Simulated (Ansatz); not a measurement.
Working through a short molecular-dynamics run of CH5NO2, SMILES NC(O)O

Program: Ansatz 0.2.0 through its Python package.

The script reads `ch5no2.xyz`:
```text
9

N    -0.38800    0.94180   -0.37750
C     0.26760   -0.16630    0.05570
O    -0.19980   -1.25950   -0.69430
O    -0.00290   -0.35420    1.38140
H    -0.40290    0.96090   -1.42360
H     0.07770    1.82800   -0.09700
H     1.38170   -0.05160   -0.04490
H     0.31510   -1.99690   -0.26440
H    -0.95990    0.05150    1.44750
```

Run as a notebook:

```python
import ansatz as az
import numpy as np

BASIS_SET = "6-31G*"
XC = "pbe"
N_STEPS = 30
TEMPERATURE_K = 500
```

```python
system = az.Crystal.molecule_from_extxyz("ch5no2.xyz")
```

```python
calculation = (
    system.calculation()
    .basis(gaussian=BASIS_SET)
    .functional(XC)
    .accuracy("medium")
)
symbols = [site.symbol for site in system.cartesian_sites]
start = np.array([site.position_ang for site in system.cartesian_sites], dtype=float)
r = calculation.relax(force_tolerance=0.02).run().report
end = np.array(r["positions_ang"])
minimum = az.Crystal.molecule()
for symbol, place in zip(symbols, end):
    minimum = minimum.atom(symbol, place.tolist())

# dynamics from the relaxed geometry
calculation = minimum.calculation()
calculation = calculation.basis(gaussian=BASIS_SET)
calculation = calculation.functional(XC).accuracy("medium")
calculation = calculation.md("nve", timestep=0.25, steps=N_STEPS, temperature=TEMPERATURE_K, initial_velocities="maxwell_boltzmann", seed=89)
frames = []
outcome = calculation.session().plan().execute(on_event=lambda e: frames.append(e["data"]) if e["event"] == "md_step" else None)
print("t (fs)   E_pot (eV)      E_kin (eV)   T (K)   d(0-1) (A)")
for f in frames[::1]:
    xyz = np.array(f["positions_ang"])
    print(f"{f['time_fs']:6.2f} {f['lagrangian_ev']:14.5f} {f['e_kin_ev']:10.5f} {f['temperature_k']:8.1f} {np.linalg.norm(xyz[0] - xyz[1]):9.4f}")
kept = np.array([f["conserved_ev"] for f in frames])
print(f"conserved energy moves by at most {1000 * np.ptp(kept):.3f} meV")
symbols = [site.symbol for site in system.cartesian_sites]
with open("last_frame.xyz", "w") as handle:
    handle.write(f"{len(symbols)}\nt = {frames[-1]['time_fs']} fs\n")
    handle.writelines("{:2s} {:10.5f} {:10.5f} {:10.5f}\n".format(s, *xyz) for s, xyz in zip(symbols, frames[-1]["positions_ang"]))
```

    t (fs)   E_pot (eV)      E_kin (eV)   T (K)   d(0-1) (A)
      0.00    -6694.51933    0.45241    500.0    1.4482
      0.25    -6694.51745    0.45054    497.9    1.4471
      0.50    -6694.51188    0.44498    491.8    1.4459
      0.75    -6694.50287    0.43600    481.9    1.4448
      1.00    -6694.49085    0.42401    468.6    1.4436
      1.25    -6694.47638    0.40958    452.7    1.4424
      1.50    -6694.46011    0.39335    434.7    1.4412
      1.75    -6694.44269    0.37597    415.5    1.4401
      2.00    -6694.42473    0.35805    395.7    1.4389
      2.25    -6694.40676    0.34010    375.9    1.4377
      2.50    -6694.38916    0.32251    356.4    1.4365
      2.75    -6694.37215    0.30550    337.6    1.4353
      3.00    -6694.35580    0.28915    319.6    1.4342
      3.25    -6694.34005    0.27339    302.2    1.4330
      3.50    -6694.32474    0.25807    285.2    1.4319
      3.75    -6694.30966    0.24297    268.5    1.4308
      4.00    -6694.29459    0.22790    251.9    1.4298
      4.25    -6694.27939    0.21269    235.1    1.4287
      4.50    -6694.26398    0.19728    218.0    1.4278
      4.75    -6694.24839    0.18171    200.8    1.4269
      5.00    -6694.23281    0.16614    183.6    1.4260
      5.25    -6694.21749    0.15085    166.7    1.4252
      5.50    -6694.20285    0.13624    150.6    1.4245
      5.75    -6694.18934    0.12276    135.7    1.4239
      6.00    -6694.17747    0.11092    122.6    1.4234
      6.25    -6694.16776    0.10124    111.9    1.4229
      6.50    -6694.16067    0.09417    104.1    1.4225
      6.75    -6694.15658    0.09010     99.6    1.4223
      7.00    -6694.15576    0.08929     98.7    1.4221
      7.25    -6694.15832    0.09185    101.5    1.4220
      7.50    -6694.16421    0.09773    108.0    1.4221
    conserved energy moves by at most 0.446 meV

File `last_frame.xyz` afterwards:
```text
9
t = 7.5 fs
N    -0.40414    1.00412   -0.42180
C     0.28319   -0.13161    0.08809
O    -0.18223   -1.27054   -0.69320
O     0.02880   -0.27061    1.40555
H    -0.26425    1.05429   -1.44928
H     0.10858    1.85766   -0.06839
H     1.36263    0.15031   -0.03171
H     0.31757   -2.00417   -0.29708
H    -0.90801   -0.01158    1.41163
```

The settings weren't tested for convergence. The trajectory is only some femtoseconds long, so its temperature is not equilibrated; where the script doesn't relax first, it starts from a rough generated geometry. The temperature counts the internal degrees of freedom alone. Hardware and time: 3.8 min on 1 thread of AMD EPYC (Zen 3), on a shared host, peak memory 0.21 GiB.

(Lines on the test bed's own set-up are left out of the output.)
